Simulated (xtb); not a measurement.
xtb input (GFN1-xTB):

```bash
xtb mol.xyz --gfn 1 --opt tight --chrg 0 --uhf 0
```
mol.xyz:
```
6

C      0.00010828    -0.00148279    -0.32151983
C     -0.00039060     0.00534905     1.15985624
F     -0.00863346     1.24906228    -0.79005262
F      1.08957641    -0.62224940    -0.78105262
F     -1.08015060    -0.63766366    -0.78171222
N     -0.00077674     0.01063706     2.30647695
```

End of the output:

```
     6   7 N    3.028 --     2 C    2.939
 ---------------------------------------------------------------------------

Topologies differ in total number of bonds
Writing topology from bond orders to xtbtopo.mol

 dipole moment from electron density (au)
     X       Y       Z
   0.0001  -0.0009  -0.1853  total (Debye):    0.471

           -------------------------------------------------
          |                Geometry Summary                 |
           -------------------------------------------------

      molecular mass/u    :       95.0233845
   center of mass at/Å    :        0.0000084      -0.0001154      -0.0250272
  moments of inertia/u·Å² :        0.8839567E+02   0.1714648E+03   0.1714648E+03
rotational constants/cm⁻¹ :        0.1907065E+00   0.9831540E-01   0.9831540E-01

 * 4 selected distances

     #   Z          #   Z                                           value/Å
     1   6 C        3   9 F                                       1.3309710
     1   6 C        4   9 F                                       1.3309710
     1   6 C        5   9 F                                       1.3309710 (max)
     2   6 C        6   7 N                                       1.1451488 (min)

 * 2 distinct bonds (by element types)

   Z      Z             #   av. dist./Å        max./Å        min./Å
   6 C    7 N           1     1.1451488     1.1451488     1.1451488
   6 C    9 F           3     1.3309710     1.3309710     1.3309710

optimized geometry written to: xtbopt.xyz

           -------------------------------------------------
          | TOTAL ENERGY              -22.796903864056 Eh   |
          | GRADIENT NORM               0.000326613911 Eh/α |
          | HOMO-LUMO GAP               6.534250826003 eV   |
           -------------------------------------------------

------------------------------------------------------------------------
------------------------------------------------------------------------
 total:
 SCF:
 ANC optimizer:
```
